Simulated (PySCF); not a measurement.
SCF from a fresh guess for singlet PH₃, at the PBE0 minimum. PySCF input:

```python
from pyscf import gto, scf, dft
mol = gto.M(atom='''
P      0.000000     0.000000    -0.068855
H      1.190255    -0.000027     0.705378
H     -0.595105     1.030805     0.705378
H     -0.595151    -1.030778     0.705378''',
    basis={'P': 'def2-TZVP', 'H': 'def2-TZVP'},
    charge=0, spin=0)
mf = dft.RKS(mol, xc='PBE0')
mf.grids.atom_grid = (50, 194)
aux = {'P': 'def2-universal-JKFIT', 'H': 'def2-universal-JKFIT'}
mf = mf.density_fit(auxbasis=aux)
mf.conv_tol = 1e-08
mf.diis_space = 10
mf.max_cycle = 60
mf.init_guess = 'minao'
mf.verbose = 4
mf.kernel()
```

Excerpt of the output (cycles and frontier levels):

```
init E= -342.829298646323
  HOMO = -0.300212091012924  LUMO = -0.00914393938637999  gap/eV = 7.92037
cycle= 1 E= -343.013365342337  delta_E= -0.184  |g|= 0.0981  |ddm|= 1.17
  HOMO = -0.273807872791865  LUMO = 0.0369702378039278  gap/eV = 8.45670
cycle= 2 E= -343.01498338442  delta_E= -0.00162  |g|= 0.0554  |ddm|= 0.18
  HOMO = -0.291528820490791  LUMO = 0.0270655050291769  gap/eV = 8.66939
cycle= 3 E= -343.015998683088  delta_E= -0.00102  |g|= 0.0191  |ddm|= 0.0852
  HOMO = -0.288658364435308  LUMO = 0.0287351197641097  gap/eV = 8.63672
cycle= 4 E= -343.01606739018  delta_E= -6.87e-05  |g|= 0.00161  |ddm|= 0.0162
  HOMO = -0.288862566626863  LUMO = 0.0287142436568141  gap/eV = 8.64171
cycle= 5 E= -343.016067992659  delta_E= -6.02e-07  |g|= 0.000272  |ddm|= 0.00178
  HOMO = -0.28886580295762  LUMO = 0.0286965551813044  gap/eV = 8.64131
cycle= 6 E= -343.016068014564  delta_E= -2.19e-08  |g|= 5.09e-05  |ddm|= 0.000265
  HOMO = -0.288865047638623  LUMO = 0.028697891135041  gap/eV = 8.64133
cycle= 7 E= -343.016068015448  delta_E= -8.84e-10  |g|= 2e-06  |ddm|= 4.56e-05
  HOMO = -0.288865359336986  LUMO = 0.0286979408857156  gap/eV = 8.64134
Extra cycle  E= -343.016068015451  delta_E= -3.01e-12  |g|= 6.56e-07  |ddm|= 3.88e-06
converged SCF energy = -343.016068015451
```

No lower solution of this spin was found by a stability analysis within the restricted form, which does not test spin polarisation.

The search for the lowest solution, with the stability check, took 1.7 s on 2 threads of a shared Arm Neoverse N1 host, with 55 basis functions; the process peaked at 0.27 GiB. Launch command: `OMP_NUM_THREADS=2 python axn.py task.json out`.
